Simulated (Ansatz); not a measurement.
**LiO, doublet: up the ladder of correlation methods**

Calculated in Ansatz's Gaussian-basis code; BCCD by scripts on PySCF. Nonrelativistic, STO-3G, 1 core orbital frozen. Perturbation and coupled-cluster methods stand on the Hartree–Fock determinant that coupled cluster favours; RHF here means ROHF, with semicanonical perturbation theory. The state met can change along the bond. A minimal or small basis: far from the basis limit. The unrestricted determinant is a mixture of spins, so it may stand for another state.

Correlation energy of CCSD(T), then each method's total less that of CCSD(T), in eV:

```
       case  E corr CCSD(T)    CCSD    BCCD  BCCD(T)                                                           determinant
1.859 Å RHF          -1.996  +0.380  +0.495   +0.073                                                                     –
1.859 Å UHF          -1.677  +0.233  +0.338   -0.009  ⟨S²⟩ = 1.008, 0.75 eV over the lowest such Hartree–Fock solution met
2.281 Å RHF          -2.411  +0.299  +0.349   +0.116                                                                     –
2.281 Å UHF          -0.561  +0.026  +0.187   +0.106  ⟨S²⟩ = 1.676, 0.33 eV over the lowest such Hartree–Fock solution met
2.704 Å RHF          -3.182  +0.100  +0.095   +0.047                                                                     –
3.380 Å RHF          -4.738  +0.039  +0.035   +0.023                0.86 eV over the lowest such Hartree–Fock solution met
4.732 Å UHF          -0.009   0.000   0.000    0.000                                                          ⟨S²⟩ = 1.750
```

Q: How far does full CI lie from CCSD(T) in each case, and where is CCSD(T) within 1 kcal/mol (0.043 eV)?

A: 1.859 Å RHF: -0.026 eV (within); 1.859 Å UHF: -0.150 eV (outside); 2.281 Å RHF: -0.029 eV (within); 2.281 Å UHF: -0.049 eV (outside, spin-contaminated determinant); 2.704 Å RHF: -0.042 eV (within); 3.380 Å RHF: -0.001 eV (within); 4.732 Å UHF: +0.001 eV (within, spin-contaminated determinant).

Q: Which method comes nearest to full CI in total energy for 1.859 Å RHF?

A: CCSD(T), 0.026 eV away; next BCCD(T) (0.099 eV), last BCCD (0.521 eV).

Several Brueckner solutions were met.
